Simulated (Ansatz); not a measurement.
# C₆H₈: small, medium and large basis sets

How large a basis does C₆H₈ need? Two functionals are run in growing sets.

The runs use Ansatz 0.2.0, Gaussian basis; one geometry, several basis sets.

The runs, in order: PBE0-D4/def2-SVP; ωB97M-V/def2-SVP; PBE0-D4/def2-QZVPP; ωB97M-V/def2-QZVPP; the functionals' def2-TZVPP values are taken from earlier runs.

### 1 Structure used throughout

The geometry comes from an earlier relaxation with PBE0-D4 in a triple-zeta def2 set; it is a stationary point, not always the lowest conformer.

14 atoms, charge 0, spin multiplicity 1.

Atoms are counted from 1 here; the program's logs count them from 0.

Bond lengths: C1–C2 1.527 Å, C1–H7 1.092 Å, C1–H8 1.092 Å, C1–H9 1.092 Å, C2–C3 1.497 Å, C2–C6 1.497 Å, C2–H10 1.102 Å, C3–C4 1.341 Å, C3–H11 1.082 Å, C4–C5 1.461 Å, C4–H12 1.083 Å, C5–C6 1.341 Å, C5–H13 1.083 Å, C6–H14 1.082 Å. Angles: C2–C1–H7 110.9°, C2–C1–H8 110.9°, C2–C1–H9 110.4°, H7–C1–H8 108.0°, H7–C1–H9 108.3°, H8–C1–H9 108.3°, C1–C2–C3 114.3°, C1–C2–C6 114.3°, C1–C2–H10 108.3°, C3–C2–C6 102.6°, C3–C2–H10 108.5°, C6–C2–H10 108.5°, C2–C3–C4 109.6°, C2–C3–H11 123.6°, C4–C3–H11 126.8°, C3–C4–C5 109.1°, C3–C4–H12 126.2°, C5–C4–H12 124.7° and more.

### 2 PBE0-D4 in def2-SVP

in.yaml

```yaml
crystal:
  periodic: [false, false, false]
  atoms:
    - {symbol: C, position_ang: [-1.458747, -0.966266, 0.443632]}
    - {symbol: C, position_ang: [-0.221856, -0.539355, -0.343208]}
    - {symbol: C, position_ang: [1.045144, -0.536094, 0.454372]}
    - {symbol: C, position_ang: [1.620967, 0.672567, 0.379505]}
    - {symbol: C, position_ang: [0.792666, 1.545522, -0.448802]}
    - {symbol: C, position_ang: [-0.279982, 0.860508, -0.870947]}
    - {symbol: H, position_ang: [-1.349453, -1.986487, 0.818012]}
    - {symbol: H, position_ang: [-2.351553, -0.930919, -0.184544]}
    - {symbol: H, position_ang: [-1.613855, -0.302976, 1.297039]}
    - {symbol: H, position_ang: [-0.097512, -1.228572, -1.193875]}
    - {symbol: H, position_ang: [1.412044, -1.396819, 0.997854]}
    - {symbol: H, position_ang: [2.548846, 0.969821, 0.851303]}
    - {symbol: H, position_ang: [1.022059, 2.578907, -0.675540]}
    - {symbol: H, position_ang: [-1.081669, 1.231064, -1.496102]}
basis:
  gaussian: {orbitals: def2-SVP}
hamiltonian: {xc: pbe0, dispersion: d4}
output: {orbitals: {seedname: orbitals}}
```

Launch:

```console
$ ansatz run in.yaml --threads 4 --pin off --events-out ev --progress --plain --max-ram 10444MiB
```

After this run come: ωB97M-V in def2-SVP; PBE0-D4 in def2-QZVPP; ωB97M-V in def2-QZVPP.

**Question.** What will the summary of the whole plan be? Wanted: PBE0-D4: double and triple zeta above quadruple; ωB97M-V: double and triple zeta above quadruple.

The runs gave:

| quantity | value |
| --- | --- |
| PBE0-D4: double and triple zeta above quadruple | 7.12, 0.34 eV |
| ωB97M-V: double and triple zeta above quadruple | 7.46, 0.33 eV |

In words: PBE0-D4 gains 6.78 eV from double to triple zeta, then 0.34 eV more. Total energies overstate the basis error of differences, where much of it tends to cancel.
